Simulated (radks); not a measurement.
# Valence configurations of F³⁺

NIST gives [He] 2s2 2p2 as the ground configuration of F³⁺. Does this level of theory agree? Several fillings of the valence shells are run.

The numbers are computed with radks (a radial shooting solver on a logarithmic mesh, Libxc functionals) version 1 (non-relativistic Kohn-Sham, BLYP, spin-polarised, spherical densities, point nucleus; open shells are filled with parallel spins first), except any that are marked as measured or tabulated.

## (1) The atom as given

| Quantity | Value |
| --- | --- |
| element | fluorine (Z = 9) |
| charge | +3 |
| electrons | 6 |
| configuration | [He] 2s2 2p2 |
| others tried | 2s1 2p3; 2s1.5 2p2.5; 2s0.5 2p3.5; 2p4 |

Outer shells as boxes (Hund's rule):

F³⁺
```
[He] core
2s [↑↓]
2p [↑ ][↑ ][  ]
```

## (2) [He] 2s2 2p2

The run's settings:

```text
Z 9
configuration [He] 2s2 2p2
relativity non-relativistic
functional b88,lyp
spin polarised
nucleus point
```

## (3) [He] 2s1 2p3

The run's settings:

```text
Z 9
configuration [He] 2s1 2p3
relativity non-relativistic
functional b88,lyp
spin polarised
nucleus point
```

## (4) [He] 2s1.5 2p2.5

The run's settings:

```text
Z 9
configuration [He] 2s1.5 2p2.5
relativity non-relativistic
functional b88,lyp
spin polarised
nucleus point
```

## (5) [He] 2s0.5 2p3.5

The run's settings:

```text
Z 9
configuration [He] 2s0.5 2p3.5
relativity non-relativistic
functional b88,lyp
spin polarised
nucleus point
```

## (6) [He] 2p4

The run's settings:

```text
Z 9
configuration [He] 2p4
relativity non-relativistic
functional b88,lyp
spin polarised
nucleus point
```

**Question.** What will these runs give? Wanted: for each run, valence; E − E(NIST configuration); moment; highest level; its energy; 1s shift.

**Answer**, as computed:

| valence | E − E(NIST configuration) (eV) | moment (μB) | highest level | its energy (eV) | 1s shift (eV) |
| --- | --- | --- | --- | --- | --- |
| 2s2 2p2 | 0.000 | 2 | 2p up | -75.087 | +0.00 |
| 2s1.5 2p2.5 | 5.651 | 3 | 2p up | -75.272 | +0.94 |
| 2s1 2p3 | 9.841 | 4 | 2p up | -75.304 | +2.08 |
| 2s0.5 2p3.5 | 23.947 | 3 | 2p down | -66.268 | +2.49 |
| 2p4 | 36.606 | 2 | 2p down | -67.870 | +3.16 |

**Reading.** The NIST configuration is the lowest of those tried, 5.651 eV under 2s1.5 2p2.5. The energies are those of spherical high-spin densities, not of single terms. The 1s eigenvalue shifts by up to 3.16 eV as the valence charge is rearranged.
